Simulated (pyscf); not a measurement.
This saddle point was located with ωB97X-D3(BJ)/def2-SVP in PySCF.

```
Si
O 1 1.6664
H 2 0.9632 1 114.86
O 1 1.6668 2 118.29 3 92.29
H 4 0.9632 1 114.78 2 -93.76
H 1 1.5112 2 103.72 3 -21.56
H 1 1.5502 6 140.67 4 -117.76
H 7 1.6396 1 65.36 6 -0.77
```
Charge 0, spin multiplicity 2.

Surface: doublet, charge 0. Lowest wavenumbers (cm⁻¹): 492i, 168, 296, 310, 393.

**Question.** Which two sides does it connect, and which bonds change?

**Answer.** `[OH][SiH2][OH]` + `[H]` [doublet] ⇌ `[OH][SiH2][OH]` + `[H]` [doublet], a substitution at Si read from left to right: H–Si broken and H–Si formed. At CCSD(T)/def2-TZVPP + ΔMP2(QZVPP) it lies +14.1 kcal/mol from the left side and +14.1 kcal/mol from the right (each side as separated species at their lowest minima found). The same reactants have a lower exit, to HO–SiH•–OH + H₂ (barrier +7.2 kcal/mol at ωB97M-D3(BJ), against +12.9 kcal/mol here). This is the saddle that the search found; another between the same sides may lie lower. The angle at the attacked Si is 60° (front-side attack). The CCSD(T) − MP2 part came from Ansatz, without density fitting, on the same reference.
